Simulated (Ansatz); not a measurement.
## A ladder of methods for PH (SMILES [PH])

The species is PH (2 atoms), meant as a triplet with charge 0. As SMILES, `[PH]`. The coordinates come from a GFN2-xTB relaxation.

```jsonl
{"atom": "P", "x (Å)": "0.0000", "y (Å)": "0.0000", "z (Å)": "0.0000"}
{"atom": "H", "x (Å)": "0.0000", "y (Å)": "0.0000", "z (Å)": "1.3991"}
```

Quantity: the energy change with the P1–H2 bond stretched from 1.399 to 1.785 Å, in eV. The values are calculated.

```
             level                    kind  program  value (eV)  less FCI/cc-pVDZ
       UHF/cc-pVDZ            Hartree–Fock   Ansatz        0.84             +0.20
    USVWN5/cc-pVDZ                     LDA   Ansatz        0.56             -0.08
      UPBE/cc-pVDZ                     GGA   Ansatz        0.58             -0.06
  U-r2SCAN/cc-pVDZ                meta-GGA   Ansatz        0.68             +0.04
    UB3LYP/cc-pVDZ           global hybrid   Ansatz        0.65             +0.01
UCAM-B3LYP/cc-pVDZ  range-separated hybrid   Ansatz        0.71             +0.07
    UCCSDT/cc-pVDZ   coupled cluster or CI   Ansatz        0.64              0.00
         FCI/3-21G      exact in the basis   Ansatz        0.39             -0.25
       FCI/cc-pVDZ      exact in the basis   Ansatz        0.64              0.00
```

FCI/cc-pVDZ is exact within its basis and frozen core, so for wave-function methods in that basis the difference is their error; functionals converge differently with the basis, so for them it is only a difference. The first shape isn't each level's own minimum. The values span 0.39 to 0.84 eV. High-level rows in very small sets aren't better than simpler rows in larger ones.
